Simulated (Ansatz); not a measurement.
## Relaxing BeF3

Level of theory: Ansatz 0.2.0, DFT PBE, scalar-relativistic, plane waves, PAW. Cutoff 420 eV, Γ-centred k mesh, Gaussian smearing, collinear spin, first started from parallel moments.

BeF3 was placed on the sites of a reported GeP3 cell (R-3m, No. 166), with Be in place of Ge, F in place of P, at a guessed volume.

```yaml
crystal:
  lattice:
    - [2.93442, 1.69419, 2.75600]
    - [-2.93442, 1.69419, 2.75600]
    - [0.00000, -3.38838, 2.75600]
  atoms:
    - { symbol: Be, position: [0.26900, 0.26900, 0.26900] }
    - { symbol: Be, position: [0.73100, 0.73100, 0.73100] }
    - { symbol: F, position: [0.79700, 0.25200, 0.79700] }
    - { symbol: F, position: [0.79700, 0.79700, 0.25200] }
    - { symbol: F, position: [0.25200, 0.79700, 0.79700] }
    - { symbol: F, position: [0.20300, 0.74800, 0.20300] }
    - { symbol: F, position: [0.74800, 0.20300, 0.20300] }
    - { symbol: F, position: [0.20300, 0.20300, 0.74800] }
```

Cell and atoms relax at zero pressure; the relaxation can't lower the symmetry of the start. After a coarse first stage the cell is made exact in the group found at 0.06 Å.

Energies over the elements count from the elements' standard structures at the same level (F₂ as a molecule), with no empirical corrections.

(1) Which crystal results?

(2) What are its volume, energy, gap and moment?

Answers

(1) It keeps R-3m (No. 166), but not the shape of the type it started on. Conventional cell: a = 6.775 Å, c = 10.044 Å. Be is coordinated by 3 F at 1.48 Å; F is coordinated by 1 Be at 1.48 Å.

```
Be F
1.0
     3.38740    1.95572    3.34816
    -3.38740    1.95572    3.34816
     0.00000   -3.91143    3.34816
Be F
2 6
Direct
  0.31526 0.31526 0.31526
  0.68474 0.68474 0.68474
  0.80324 0.42481 0.80324
  0.80324 0.80324 0.42481
  0.42481 0.80324 0.80324
  0.19676 0.57519 0.19676
  0.57519 0.19676 0.19676
  0.19676 0.19676 0.57519
```

(2) The volume per atom is 16.6 Å³. The density is 1.6 g/cm³ and the energy over the elements is -2.02 eV/atom. The gap on the 6×6×6 mesh is 0 eV (a metal) and the net moment per atom is 0.25 μB. The largest site moment is 0.27 μB.

The final run used a 6×6×6 mesh on its 8-atom cell and 0.10 eV smearing. The k mesh leaves about 4 meV/atom of noise in metals. Weakly bound directions are ill-defined at this level, which has no dispersion term. A structure relaxed within its symmetry needn't be a true minimum. The steps took roughly 11 core-minutes in all.

The bands only touch here, so at this level the crystal is a zero-gap semiconductor or semimetal, not an ordinary metal.